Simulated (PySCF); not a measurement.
## Functional dependence of a UV spectrum

Species: methylidenesilylene, CH2Si (singlet state).
SMILES: `C=[Si]`

Linear-response calculations in the def2-SVPD basis (PySCF; singlets by full response, triplets Tamm–Dancoff, core orbitals frozen in the response; HF means time-dependent Hartree–Fock). 'Strongest' is the level of largest summed f among the singlets computed (10 roots, of which the last may lack a degenerate partner); it can jump between rows when another state enters that window. S1 is the lowest singlet of each run and needn't be the same state throughout; f(S1) is that of one state. Isolated species at its PBE0-D3(BJ)/def2-SVP geometry, gas phase.

```
functional                               kind  S1 (eV)  f(S1)  strongest (eV)  T1 (eV)  HOMO (eV)  gap (eV)  ionisation energy, ΔSCF (eV)
       LDA                                LDA     2.24  0.000            7.79     1.91      -5.71      2.10                          9.20
       PBE                                GGA     2.22  0.000            7.78     1.79      -5.58      2.12                          8.93
     B3LYP  global hybrid, 20% exact exchange     2.23  0.000            5.15     1.85      -6.32      3.56                          8.84
      PBE0  global hybrid, 25% exact exchange     2.29  0.000            5.22     1.85      -6.57      3.98                          8.80
 BHandHLYP  global hybrid, 50% exact exchange     2.31  0.000            5.22     1.92      -7.34      5.76                          8.53
 CAM-B3LYP             range-separated hybrid     2.28  0.000            8.19     1.90      -7.76      6.35                          8.78
   wB97X-D             range-separated hybrid     2.31  0.000            5.23     1.98      -8.40      7.60                          8.82
   LC-wPBE             range-separated hybrid     2.39  0.000            8.54     1.95      -9.14      8.82                          8.76
        HF                       Hartree–Fock     2.43  0.000            8.62     1.92      -8.60      9.34                   not settled
```

S1 runs from 2.22 eV (PBE) to 2.43 eV (HF), a spread of 0.21 eV, while the orbital gap spreads over 7.2 eV. Along PBE (0%), B3LYP (20%), PBE0 (25%), BHandHLYP (50%), HF (100%) S1 rises with the share of exact exchange. −ε(HOMO) comes closest to its own ΔSCF ionisation energy with LC-wPBE (+0.38 eV) and misses most with LDA (-3.49 eV). The lowest singlet of a reference set is 1A2(n.d.) at 2.11 eV (computed, theoretical best estimate (aug-cc-pVTZ, frozen core, CC3 geometry), gas; Veril, Scemama, Caffarel, Lipparini, Boggio-Pasqua, Jacquemin, Loos, WIREs Comput. Mol. Sci. 2021, 11, e1517 (QUESTDB)). The lowest computed singlet differs from it by PBE +0.11, B3LYP +0.12, LDA +0.13, CAM-B3LYP +0.17, PBE0 +0.18, BHandHLYP +0.20, wB97X-D +0.20, LC-wPBE +0.28, HF +0.32 eV; geometry and basis of the reference needn't be the same. 'Not settled' means that the ion's SCF failed to converge or may have ended in another state than the lowest.
